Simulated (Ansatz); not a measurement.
System: rock-salt MgS. Method: LDA (PAW; Ansatz, a program for electronic structure).

Run with plane-wave cutoff 520 eV, 12×12×12 k mesh, Fermi–Dirac smearing 0.01 eV, scalar-relativistic PAW data made under PBE.

Computed at the level's own relaxed cell.

```yaml
crystal:
  lattice:
    - [0.00000, 2.56455, 2.56455]
    - [2.56455, 0.00000, 2.56455]
    - [2.56455, 2.56455, 0.00000]
  atoms:
    - { symbol: Mg, position: [0.00000, 0.00000, 0.00000] }
    - { symbol: S, position: [0.50000, 0.50000, 0.50000] }
```

Q: List the 5 lowest band energies at Γ above −25 eV (eV, relative to the valence band maximum), grouping those that round alike.

A: At Γ: -12.91, 0.00 (×3), 3.83.
